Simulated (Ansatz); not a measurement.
Geometry optimisation, RKS r2SCAN/6-31G* in Ansatz.

Input:

```yaml
crystal:
  periodic: [false, false, false]
  atoms:
    - { symbol: Al, position_ang: [0.015297, 0.000158, 0.261275] }
    - { symbol: H, position_ang: [0.453799, -0.004079, 1.750132] }
    - { symbol: Cl, position_ang: [2.132409, 0.003181, -0.259523] }
    - { symbol: C, position_ang: [-1.531854, 0.000993, -0.907958] }
    - { symbol: H, position_ang: [-2.137245, -0.904973, -0.769045] }
    - { symbol: H, position_ang: [-2.187096, 0.85825, -0.705896] }
    - { symbol: H, position_ang: [-1.23401, 0.046471, -1.960485] }
basis:
  gaussian: { orbitals: "6-31G*" }
hamiltonian:
  xc: r2scan
relax:
  f_tol: 0.03
  max_steps: 50
```

Launched with:

```bash
$ ansatz run input.yaml --threads 1 --pin off --max-ram 2048MiB --backend cpu --events-out ev --progress --plain --runs-dir out
```

Where does it end, and by what steps?

It converged. After 4 steps the energy has fallen by 0.447 eV; H2 moved furthest, 0.39 Å.

| step | energy less start (eV) | largest force component (eV/Å) | accepted |
| --- | --- | --- | --- |
| 0 | 0.0000 | 1.522 | yes |
| 1 | -0.3301 | 0.859 | yes |
| 2 | -0.4352 | 0.495 | yes |
| 3 | -0.4465 | 0.061 | yes |
| 4 | -0.4468 | 0.009 | yes |

```xyz
7
Properties=species:S:1:pos:R:3
Al 0.125 0.000 0.285
H 0.080 -0.005 1.871
Cl 2.061 0.004 -0.572
C -1.437 0.001 -0.875
H -2.043 -0.901 -0.712
H -2.091 0.855 -0.648
H -1.183 0.046 -1.940
```

Whether the end is a true minimum wasn't checked by a vibrational analysis.

Time of the run: 16 s on 1 thread of Intel(R) Xeon(R) Platinum 8259CL CPU @ 2.50GHz (Skylake/Cascade Lake), on a shared host, peak memory 0.16 GiB.
